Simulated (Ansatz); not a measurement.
A nudged elastic band was laid between two geometries of C2H2F2O (7 atoms, charge 0, multiplicity 1).

These are results of RKS BHLYP-D4/cc-pVDZ in Ansatz, not measurements.

```yaml
movable_images: 7
climbing_image: yes
spring: 5.0 eV/Å²
optimiser: quadratic models (default)
start_path: through a guess of the saddle point
force_threshold: 0.2 eV/Å
iteration_limit: 60
end_points: relaxed
```

Image 0:

```xyz
7
Properties=species:S:1:pos:R:3
F 0.605 -1.507 0.827
C 0.030 -0.310 0.650
O -1.094 -0.310 -0.166
C 0.050 0.307 -0.654
F -0.024 1.641 -0.759
H -0.031 0.259 1.572
H 0.526 -0.149 -1.516
```

Image 8:

```xyz
7
Properties=species:S:1:pos:R:3
F 1.207 -1.594 0.374
C 0.861 -0.396 0.746
O -1.251 0.116 0.121
C 0.023 0.181 -0.375
F 0.418 1.467 -0.585
H -1.251 0.522 0.994
H 0.054 -0.364 -1.321
```

**Question.** Which bonds break or form, and what moves?

**Answer.** Bonds broken: C2–O3, C2–H6. Bonds formed: O3–H6.

**Question.** Give the energies along the band, and the barrier.

**Answer.** The forces met the threshold. The highest image is number 4 of 0 to 8, 2.98 eV above the first end and 0.87 eV above the last; the last end lies 2.11 eV above the first. The threshold of 0.2 eV/Å is loose, so the images may lie well off the minimum-energy path. Another band between the same ends (7 images) ends at a top of the same energy, where a vibrational analysis finds 1 clearly imaginary mode. The orbitals stay closed-shell, which can raise the energy where a bond breaks towards radicals; this wasn't checked here.

```json
{"image": "0", "path coordinate (Å)": "0.00", "energy (eV)": "0.00", "C2–O3 (Å)": "1.39", "C2–H6 (Å)": "1.09", "O3–H6 (Å)": "2.12"}
{"image": "1", "path coordinate (Å)": "0.31", "energy (eV)": "0.22", "C2–O3 (Å)": "1.42", "C2–H6 (Å)": "1.07", "O3–H6 (Å)": "1.99"}
{"image": "2", "path coordinate (Å)": "0.63", "energy (eV)": "1.07", "C2–O3 (Å)": "1.55", "C2–H6 (Å)": "1.07", "O3–H6 (Å)": "1.79"}
{"image": "3", "path coordinate (Å)": "0.94", "energy (eV)": "2.24", "C2–O3 (Å)": "1.71", "C2–H6 (Å)": "1.13", "O3–H6 (Å)": "1.53"}
{"image": "4", "path coordinate (Å)": "1.25", "energy (eV)": "2.98", "C2–O3 (Å)": "1.81", "C2–H6 (Å)": "1.31", "O3–H6 (Å)": "1.21"}
{"image": "5", "path coordinate (Å)": "1.54", "energy (eV)": "2.57", "C2–O3 (Å)": "1.95", "C2–H6 (Å)": "1.62", "O3–H6 (Å)": "1.01"}
{"image": "6", "path coordinate (Å)": "1.83", "energy (eV)": "2.26", "C2–O3 (Å)": "2.10", "C2–H6 (Å)": "1.95", "O3–H6 (Å)": "0.97"}
{"image": "7", "path coordinate (Å)": "2.11", "energy (eV)": "2.14", "C2–O3 (Å)": "2.20", "C2–H6 (Å)": "2.18", "O3–H6 (Å)": "0.96"}
{"image": "8", "path coordinate (Å)": "2.40", "energy (eV)": "2.11", "C2–O3 (Å)": "2.26", "C2–H6 (Å)": "2.32", "O3–H6 (Å)": "0.96"}
```

**Question.** What is the geometry of the highest image?

**Answer.** 
```xyz
7
Properties=species:S:1:pos:R:3:forces:R:3
F 0.883 -1.497 0.682 0.00 0.00 0.00
C 0.518 -0.244 0.759 -0.01 0.00 0.00
O -1.144 -0.008 0.073 -0.01 0.00 0.00
C 0.037 0.293 -0.542 0.01 -0.01 0.00
F 0.226 1.605 -0.763 0.00 0.01 0.00
H -0.681 0.070 1.187 0.01 0.00 0.01
H 0.223 -0.287 -1.443 0.00 0.00 0.00
```

The band took 8 iterations and about 2.9 core-minutes.

The run took 2.9 min on 1 thread of Arm Neoverse V1 (shared host), peak memory 0.15 GiB.
